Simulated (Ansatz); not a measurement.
A nudged elastic band was laid between two geometries of H2 + H4OSi (8 atoms, charge 0, multiplicity 1).

Level of theory: Ansatz, RKS PBE/def2-mTZVP.

```json
{
 "movable images": "5",
 "climbing image": "yes",
 "spring": "5.0 eV/Å²",
 "optimiser": "quadratic models (default)",
 "start path": "through a guess of the saddle point",
 "force threshold": "0.05 eV/Å",
 "iteration limit": "60",
 "end points": "relaxed"
}
```

Initial state:

```xyz
8
Properties=species:S:1:pos:R:3
Si -0.443 0.469 -0.203
O -0.277 -0.419 1.211
H -1.030 -0.377 1.825
H 0.825 0.243 -0.955
H -0.620 1.935 0.070
H -1.613 0.006 -1.024
H 2.217 -2.551 2.124
H 1.671 -2.076 1.920
```

Final state:

```xyz
8
Properties=species:S:1:pos:R:3
Si 0.424 0.134 -0.488
O -0.430 -0.747 2.478
H -1.234 -1.279 2.328
H 0.827 0.508 -1.884
H 0.390 1.369 0.348
H -0.927 -0.504 -0.550
H 1.431 -0.838 0.040
H 0.248 -1.413 2.696
```

Question: Which bonds break or form, and what moves?

Answer: Bonds broken: Si1–O2, H7–H8. Bonds formed: Si1–H7, O2–H8. H2 + H4OSi becomes H2O + H4Si.

Question: What energy profile does the band end with?

Answer: The forces met the threshold. The highest image is number 4 of 0 to 6, 48.1 kcal/mol above the first end and 37.0 kcal/mol above the last; the last end lies 11.1 kcal/mol above the first. Neighbouring images differ by up to 1.8 eV, so the band resolves the path poorly. A vibrational analysis at the climbing image gives one clearly imaginary mode, 1233i cm⁻¹: a first-order saddle point. The orbitals stay closed-shell, which can raise the energy where a bond breaks towards radicals; this wasn't checked here.

```
image  path coordinate (Å)  energy (kcal/mol)  Si1–O2 (Å)  H7–H8 (Å)  Si1–H7 (Å)
    0                 0.00                0.0        1.68       0.75        4.65
    1                 1.13                0.1        1.68       0.75        4.30
    2                 2.25                0.4        1.68       0.75        3.72
    3                 3.38                5.9        1.69       0.76        2.65
    4                 4.50               48.1        1.91       1.15        1.79
    5                 6.87               12.1        4.02       2.34        1.50
    6                 9.25               11.1        3.21       2.96        1.50
```

Question: What is the geometry of the highest image?

Answer: 
```xyz
8
Properties=species:S:1:pos:R:3:forces:R:3
Si 0.097 -0.050 0.021 0.00 0.00 -0.01
O 0.121 -0.305 1.916 0.03 0.01 0.01
H -0.760 -0.336 2.348 -0.02 -0.01 -0.01
H 1.373 0.431 -0.588 -0.01 -0.01 0.01
H -0.703 1.220 0.248 0.00 0.00 0.00
H -0.786 -0.821 -0.914 0.00 0.00 0.00
H 0.863 -1.613 0.440 0.00 -0.01 0.00
H 0.525 -1.297 1.496 -0.01 0.01 -0.01
```

Run time: 93 s on 1 thread of Arm Neoverse V2, on a shared host, peak memory 0.1 GiB.
